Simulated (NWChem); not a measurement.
**Correlation energy of HO**

```
O
H 1 0.9764
```
Charge 0, spin multiplicity 2.

The numbers come from NWChem runs, not from measurements. Structure: optimised with UPBE0/def2-SVP, a minimum by its harmonic frequencies.

Basis set: cc-pVQZ. Each correlation energy counts from its own Hartree-Fock reference.

```json
[
 {"method": "CCSD(T) on ROHF", "correlation energy (mHa)": "-241.1"},
 {"method": "CCSD on ROHF", "correlation energy (mHa)": "-234.7"},
 {"method": "CCSD[T] on ROHF", "correlation energy (mHa)": "-241.3"},
 {"method": "UMP2", "correlation energy (mHa)": "-217.9"},
 {"method": "URI-MP2", "correlation energy (mHa)": "-217.9"},
 {"method": "SCS-UMP2", "correlation energy (mHa)": "-218.6"}
]
```

The values span 23.4 mHa, from CCSD[T] on ROHF (lowest) to URI-MP2 (highest). 

The correlated methods keep 1 core orbital frozen. The structure started from a generated list of species. The unpaired electrons of the parent sit in orbitals of symmetry b2 (C2v labels of the run); other states weren't searched. No SCF solution was tested for a lower state. Open-shell Hartree-Fock references start from PBE0 orbitals. No row is a measurement; the coupled-cluster row has its own basis-set and correlation limits.
